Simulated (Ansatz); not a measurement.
Property card for BaTiO3

Computed with DFT r2SCAN, scalar-relativistic, plane waves, PAW (Ansatz 0.2.0).

Cutoff 500 eV; k points 8×8×8 on the computed 5-atom cell (Γ-centred); Gaussian smearing, width 0.02 eV; no spin polarisation.

The structure is relaxed at this level of theory with its symmetry kept. Whether it is the stable form of this composition wasn't checked.

It takes space group P4mm (No. 99, tetragonal). Conventional cell: a = 3.972 Å, b = 3.972 Å, c = 4.113 Å, α = 90.00°, β = 90.00°, γ = 90.00°. Around Ba (site symmetry 4mm) lie 12 O at 2.79 to 2.92 Å. Ti (site symmetry 4mm) is surrounded by 5 O at 1.82 to 1.99 Å. O (site symmetry 4mm) has 1 Ti at 1.82 Å as nearest neighbours. O (site symmetry 2mm) has 2 Ti at 1.99 Å as nearest neighbours.

- Volume per atom: 12.98 Å³
- Formation energy from the elements' standard states (uncorrected): -3.410 eV/atom
- Generalised Kohn–Sham band gap: 2.23 eV, indirect from A to Γ
- Löwdin character of the top 1 eV of the valence band: O 2p 94 %
- Löwdin character of the lowest 1 eV of the conduction band: Ti 3d 86 %, O 2p 11 %
- Electron masses at the edge by Cartesian direction of the standard setting (m_e; degenerate bands sorted by energy; no spin-orbit coupling): x: 0.46; y: 0.46; z: 8.8
- Hole masses at the edge by Cartesian direction of the standard setting (m_e; degenerate bands sorted by energy; no spin-orbit coupling): x: 0.84; y: 0.84; z: 23
- Bader charges (e): Ba (1 in the cell) 1.58, Ti (1 in the cell) 2.30, O (1 in the cell) -1.26, O (2 in the cell) -1.31

Spin-orbit coupling is left out, which matters for the bands of heavy elements.

A ferromagnetic start lost its moments in a first run, so spin was left out; other magnetic orders weren't tried.